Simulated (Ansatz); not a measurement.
We consider litharge SnO, described by r²SCAN-D4 (plane waves, PAW; Ansatz, a program for electronic structure).

Run with plane-wave cutoff 560 eV, 10×10×8 k mesh (along the axes of the cell as run), Fermi–Dirac smearing 0.01 eV, scalar-relativistic PAW data made under PBE.

Properties against volume:

Shape and atoms are relaxed at each volume.

| V (Å³/atom) | P (GPa) | smallest gap on the k mesh (eV) | c (Å) | a (Å) |
|---|---|---|---|---|
| 16.671 | 1.47 | 0.000 | 4.667 | 3.780 |
| 17.018 | 0.65 | 0.000 | 4.739 | 3.790 |
| 17.366 | -0.01 | 0.142 | 4.813 | 3.799 |
| 17.713 | -0.58 | 0.288 | 4.891 | 3.806 |
| 18.060 | -1.00 | 0.435 | 4.974 | 3.811 |

Note: the bulk modulus comes from volumes at which shape and atoms were relaxed.

Spin–orbit coupling is not included.
